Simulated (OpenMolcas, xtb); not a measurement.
# A ladder of methods for CH5BO (SMILES CBO)

CH5BO: 8 atoms, total charge 0, spin state singlet. SMILES: `CBO`. The coordinates come from a PBE0-D4/def2-TZVP relaxation. This is one conformer, not always the lowest.

Quantity: the HOMO–LUMO gap, in eV. The values are calculated.

```csv
level,kind,program,value (eV),CPU time
GFN0-xTB,semi-empirical,xtb,6.15,under 2 s
HF/6-311+G**,Hartree–Fock,OpenMolcas,13.71,9.8 s
SVWN5/6-311+G**,LDA,OpenMolcas,6.06,34 s
BLYP/6-311+G**,GGA,OpenMolcas,6.30,42 s
revPBE/6-311+G**,GGA,OpenMolcas,6.30,40 s
r2SCAN/6-311+G**,meta-GGA,OpenMolcas,6.98,53 s
BHLYP/6-311+G**,global hybrid,OpenMolcas,10.49,36 s
B2PLYP/6-311+G**,double hybrid,OpenMolcas,10.60,29 s
```

The values span 6.06 to 13.71 eV. Orbital gaps aren't excitation energies, and those of double hybrids come from the SCF part alone; they tend to grow with the share of exact exchange. CPU times are rough (shared hosts, several kinds of processor): they show what a rung costs within a factor of a few.
